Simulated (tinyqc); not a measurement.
Inside a calculation. Method: CIS on RHF in the sto-6g basis, frozen core, for H2O, spin multiplicity 1. One step of it, computed by the program tinyqc.

Problem. CIS matrix, triplets. A(ia,jb) = (e_a - e_i) d_ij d_ab - (ij|ab).

orbital energies (hartree): MO1 -20.495745, MO2 -1.312332, MO3 -0.663357, MO4 -0.463147, MO5 -0.402665, MO6 0.661427, MO7 0.826259

Two-electron integrals over orbitals (pq|rs), unique and non-zero (hartree); the lowest 1 orbital is frozen and left out:
```
p,q,r,s,(pq|rs)
2,2,2,2,0.738496
3,2,2,2,-0.007638
3,2,3,2,0.149882
3,3,2,2,0.661456
3,3,3,2,0.004215
3,3,3,3,0.654676
4,2,2,2,0.016930
4,2,3,2,-0.000234
4,2,3,3,0.007730
4,2,4,2,0.120497
4,3,2,2,-0.003270
4,3,3,2,0.014829
4,3,3,3,-0.001564
4,3,4,2,0.004384
4,3,4,3,0.044606
4,4,2,2,0.685032
4,4,3,2,0.002672
4,4,3,3,0.617356
4,4,4,2,-0.104596
4,4,4,3,-0.007160
4,4,4,4,0.821203
5,2,5,2,0.143332
5,3,5,2,0.002679
5,3,5,3,0.030321
5,4,5,2,-0.046449
5,4,5,3,-0.001682
5,4,5,4,0.058290
5,5,2,2,0.749499
5,5,3,2,0.000936
5,5,3,3,0.643970
5,5,4,2,-0.060422
5,5,4,3,-0.006061
5,5,4,4,0.745742
5,5,5,5,0.880663
6,2,2,2,0.145822
6,2,3,2,0.007912
6,2,3,3,0.080045
6,2,4,2,0.018404
6,2,4,3,-0.005594
6,2,4,4,0.100781
6,2,5,5,0.163545
6,2,6,2,0.104137
6,3,2,2,0.025567
6,3,3,2,-0.040845
6,3,3,3,0.015400
6,3,4,2,-0.010791
6,3,4,3,-0.024829
6,3,4,4,0.026223
6,3,5,5,0.032072
6,3,6,2,0.017716
6,3,6,3,0.072500
6,4,2,2,0.083489
6,4,3,2,-0.011651
6,4,3,3,0.039157
6,4,4,2,-0.019660
6,4,4,3,-0.001694
6,4,4,4,0.108370
6,4,5,5,0.098321
6,4,6,2,0.058000
6,4,6,3,0.018323
6,4,6,4,0.056612
6,5,5,2,0.061825
6,5,5,3,0.005001
6,5,5,4,-0.004840
6,5,6,5,0.040449
6,6,2,2,0.623298
6,6,3,2,0.029343
6,6,3,3,0.583970
6,6,4,2,0.061491
6,6,4,3,0.012637
6,6,4,4,0.554054
6,6,5,5,0.594968
6,6,6,2,0.096628
6,6,6,3,-0.010952
6,6,6,4,0.037640
6,6,6,6,0.612890
7,2,2,2,-0.026616
7,2,3,2,0.033550
7,2,3,3,-0.012128
7,2,4,2,0.000810
7,2,4,3,-0.033453
7,2,4,4,-0.021090
7,2,5,5,-0.029913
7,2,6,2,-0.009145
7,2,6,3,0.033873
7,2,6,4,-0.012189
7,2,6,6,-0.018950
7,2,7,2,0.060949
7,3,2,2,0.127515
7,3,3,2,0.009345
7,3,3,3,0.091957
7,3,4,2,-0.072168
7,3,4,3,-0.001839
7,3,4,4,0.165881
7,3,5,5,0.181619
7,3,6,2,0.077215
7,3,6,3,0.014167
7,3,6,4,0.063713
7,3,6,6,0.039030
7,3,7,2,-0.019534
7,3,7,3,0.146352
7,4,2,2,-0.005493
7,4,3,2,-0.075840
7,4,3,3,-0.007553
7,4,4,2,-0.000356
7,4,4,3,0.009740
7,4,4,4,-0.011489
7,4,5,5,-0.009736
7,4,6,2,-0.010968
7,4,6,3,0.037326
7,4,6,4,0.004216
7,4,6,6,-0.021689
7,4,7,2,-0.014664
7,4,7,3,-0.013397
7,4,7,4,0.065985
7,5,5,2,-0.010879
7,5,5,3,0.023040
7,5,5,4,0.001644
7,5,6,5,-0.002816
7,5,7,5,0.024555
7,6,2,2,-0.004868
7,6,3,2,0.099204
7,6,3,3,0.008973
7,6,4,2,-0.010295
7,6,4,3,0.037881
7,6,4,4,0.010878
7,6,5,5,0.003594
7,6,6,2,-0.004036
7,6,6,3,-0.060166
7,6,6,4,-0.010954
7,6,6,6,0.028630
7,6,7,2,-0.011094
7,6,7,3,0.017000
7,6,7,4,-0.052735
7,6,7,6,0.109455
7,7,2,2,0.635628
7,7,3,2,-0.032904
7,7,3,3,0.623578
7,7,4,2,-0.010022
7,7,4,3,-0.013201
7,7,4,4,0.621089
7,7,5,5,0.633186
7,7,6,2,0.073016
7,7,6,3,0.034950
7,7,6,4,0.038841
7,7,6,6,0.565802
7,7,7,2,-0.010834
7,7,7,3,0.088182
7,7,7,4,0.014002
7,7,7,6,-0.026305
7,7,7,7,0.639770
```

Give: CIS matrix A, triplet.

Solution.

CIS matrix A, triplet (hartree), lower triangle:
```
,2>6,2>7,3>6,3>7,4>6,4>7,5>6,5>7
2>6,1.350
2>7,0.005,1.503
3>6,-0.029,-0.099,0.741
3>7,-0.099,0.033,-0.009,0.866
4>6,-0.061,0.010,-0.013,-0.038,0.571
4>7,0.010,0.010,-0.038,0.013,-0.011,0.668
5>6,0.000,0.000,0.000,0.000,0.000,0.000,0.469
5>7,0.000,0.000,0.000,0.000,0.000,0.000,-0.004,0.596
```
